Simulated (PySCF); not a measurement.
# NaF₂⁻: fields on a plane

Level of theory: PBE0/[Na def2-TZVPD, F def2-TZVPD], no relativity, density fitting, PySCF.

The singlet minimum has Na–F 2.043 Å (×2); F–Na–F 180.0°.

The plane holds Na1 at (0.00, 0.00), F2 at (2.04, 0.00), F3 at (-2.04, 0.00) Å. Columns run from x = -4.05 to 4.35 Å, rows from y = 2.25 (top) to -1.95 Å, in steps of 0.3 Å. Other isomers or separated fragments may lie lower.

Q: Give the electron density (e/Å³) (cut at 5 e/Å³). Every second row and column.

A: 
```
0.00 0.00 0.00 0.00 0.00 0.00 0.00 0.00 0.00 0.00 0.00 0.00 0.00 0.00 0.00
0.00 0.00 0.01 0.01 0.01 0.01 0.00 0.00 0.00 0.01 0.02 0.01 0.00 0.00 0.00
0.00 0.01 0.05 0.17 0.15 0.04 0.03 0.05 0.03 0.08 0.19 0.11 0.02 0.00 0.00
0.00 0.03 0.34 3.59 2.07 0.20 1.21 4.37 0.23 0.62 4.36 1.28 0.09 0.01 0.00
0.00 0.03 0.58 5.00 5.00 0.31 4.36 5.00 0.48 1.15 5.00 3.00 0.13 0.01 0.00
0.00 0.02 0.14 0.74 0.54 0.10 0.20 0.45 0.08 0.24 0.85 0.38 0.05 0.01 0.00
0.00 0.00 0.02 0.05 0.04 0.02 0.01 0.01 0.01 0.03 0.05 0.03 0.01 0.00 0.00
0.00 0.00 0.00 0.01 0.01 0.00 0.00 0.00 0.00 0.00 0.01 0.00 0.00 0.00 0.00
```

Q: Give the electrostatic potential (V) (cut at 20 V). Lower edges of the bins (V): '0' -7.98, '1' -7.81, '2' -7.55, '3' -7.14, '4' -6.48, '5' -5.44, '6' -3.78, '7' -1.16, '8' 2.99, '9' 9.57; top 20.0.

A: 
```
55555555555666666555555555556
55555545555666666555545555555
55544444455666666554444445555
55443323345666666543323344555
54432011245677776542110234455
54320355445788887544553023455
54302799866799997668997203455
44204999976899998679999402445
44204999976899998679999402445
54302799866799997668997203455
54320355445788887544553023455
54432011245677776542110234455
55443323345666666543323344555
55544444455666666554444445555
55555545555666666555545555555
```

The lowest empty level of this anion is unbound, so it and the gap depend on the basis.
